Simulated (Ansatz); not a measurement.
# PBE/def2-SVPD run of CH6AlN (SMILES C[NH][AlH2])

Aim: the vertical electron affinity of CH6AlN at PBE/def2-SVPD, from 2 runs. 

The results are computed with Ansatz 0.2.0.

35 further runs of the same task are left out: 35 set aside as unsound or not needed. Runs told in other sessions of the task aren't counted.

## Step 1: The structure to begin with

CH6AlN: 9 atoms, total charge 0, spin state singlet. As SMILES, `C[NH][AlH2]`. Geometry: relaxed at PBE0-D4/def2-TZVP.

Bond lengths: C1–N2 1.447 Å, N2–Al3 1.767 Å, C1–H4 1.097 Å, C1–H5 1.097 Å, C1–H6 1.093 Å, N2–H7 1.010 Å, Al3–H8 1.584 Å, Al3–H9 1.584 Å. Some angles: C1–N2–Al3 128.6°, C1–N2–H7 111.9°, Al3–N2–H7 119.5°, N2–C1–H4 112.4°, N2–C1–H5 112.3°, N2–C1–H6 109.8°, N2–Al3–H8 117.5°, N2–Al3–H9 117.5°, H4–C1–H5 107.6°, H4–C1–H6 107.2°.

## Step 2: A single-point energy at PBE/def2-SVPD

run.yaml reads:

```yaml
crystal:
  periodic: [false, false, false]
  atoms:
    - {symbol: C, position_ang: [-0.384500, 0.934700, -0.771700]}
    - {symbol: N, position_ang: [0.340000, -0.253200, -0.374200]}
    - {symbol: Al, position_ang: [0.335300, -1.074400, 1.190900]}
    - {symbol: H, position_ang: [-1.074800, 0.743900, -1.602200]}
    - {symbol: H, position_ang: [0.284400, 1.748600, -1.076000]}
    - {symbol: H, position_ang: [-0.981000, 1.302600, 0.066800]}
    - {symbol: H, position_ang: [0.905500, -0.619100, -1.126300]}
    - {symbol: H, position_ang: [1.234400, -2.369900, 1.339700]}
    - {symbol: H, position_ang: [-0.570900, -0.459500, 2.335900]}
basis:
  gaussian:
    orbitals: def2-SVPD
hamiltonian:
  xc: pbe
accuracy: high
output: {orbitals: {seedname: orbitals}}
```

The run is started by

```console
$ ansatz run run.yaml --threads 1 --pin off --max-ram 2610MiB --events-out events.jsonl --progress --plain --runs-dir runs
```

Standard output:

```text
Warning: RAYON_NUM_THREADS=1 ignored (pool sized by the plan → 1); use --threads N
Functional definition: PBE
  name "PBE"
  parameter kappa = 0.804
  parameter beta = 0.06672455060314922
  exchange = pbe_x(kappa = kappa, mu = beta*pi^2/3)
  correlation = pbe_c(beta = beta)
2301 factors; integrals over basis functions are off by at most 3.6e-9 eV
mean field evaluation 1: about -9200.7042 eV, gradient 6.6e1 eV
mean field evaluation 2: about -9146.1979 eV, gradient 1.4e2 eV
mean field evaluation 4: about -9210.5658 eV, gradient 1.3e1 eV
mean field evaluation 8: about -9210.9048 eV, gradient 3.3e-1 eV
mean field evaluation 16: about -9210.9050 eV, gradient 7.4e-6 eV
mean field -9210.90503806 eV, -338.4945167730 hartree, gradient 3.4e-8 eV, S^2 0.000000; 0 other end points of the search recorded, 0 dependent functions left out
reference -9210.90504279 eV, -338.4945169468 hartree; 16, 16 occupied and 96, 96 virtual orbitals, 2301 factors
Total energy: -9210.90504279 eV, -338.4945169468 hartree
```

Run time: 8.4 s. Hardware: 1 thread of Arm Neoverse V2, shared host; peak memory 0.32 GiB.

## Step 3: The doublet anion, same level

Changes to run.yaml since step 2:

```diff
@@ -15,2 +15,6 @@
     orbitals: def2-SVPD
+total_charge: -1
+magnetization:
+  spin_polarized: true
+  initial_magnetization: 1
 hamiltonian:
```

The run is started by

```console
$ ansatz run run.yaml --threads 1 --pin off --max-ram 2610MiB --events-out events.jsonl --progress --plain --runs-dir runs
```

Standard output, cut to the lines that bear on the results:

```text
Warning: RAYON_NUM_THREADS=1 ignored (pool sized by the plan → 1); use --threads N
[... 6 set-up lines as earlier in the session ...]
2301 factors; integrals over basis functions are off by at most 3.6e-9 eV
mean field evaluation 1: about -9207.3117 eV, gradient 2.2e1 eV
mean field evaluation 2: about -9202.1231 eV, gradient 3.9e1 eV
mean field evaluation 4: about -9210.0174 eV, gradient 2.4e0 eV
mean field evaluation 8: about -9210.0510 eV, gradient 7.4e-2 eV
mean field evaluation 16: about -9210.0511 eV, gradient 3.3e-5 eV
mean field evaluation 32: about -9207.9556 eV, gradient 5.4e0 eV
mean field -9210.05105563 eV, -338.4631334974 hartree, gradient 3.2e-8 eV, S^2 0.753982; 5 other end points of the search recorded, 0 dependent functions left out
reference -9210.05106031 eV, -338.4631336694 hartree; 17, 16 occupied and 95, 96 virtual orbitals, 2301 factors
Total energy: -9210.05106031 eV, -338.4631336694 hartree
```

It took 24 s on 1 thread of Arm Neoverse V2, shared host; peak memory 0.43 GiB.

## Step 4: Results

At PBE/def2-SVPD:

```
                                         quantity          value
                     singlet CH6AlN: total energy  -338.49452 Eh
                      singlet CH6AlN: HOMO energy       -5.67 eV
                      singlet CH6AlN: LUMO energy       -1.42 eV
                    singlet CH6AlN: HOMO–LUMO gap        4.26 eV
                      doublet anion: total energy  -338.46313 Eh
doublet anion: HOMO energy (highest over α and β)        3.26 eV
 doublet anion: LUMO energy (lowest over α and β)        3.42 eV
                              doublet anion: ⟨S²⟩          0.754
vertical electron affinity (to the doublet anion)      -0.854 eV
```

In words: The anion lies 0.85 eV (19.7 kcal/mol) above the neutral: the electron isn't bound at this level, and such a value depends on the basis. The HOMO (doublet anion) lies at positive energy, 3.26 eV, from the functional's self-interaction, a short basis or an electron that isn't bound; only total energies against the neutral tell.
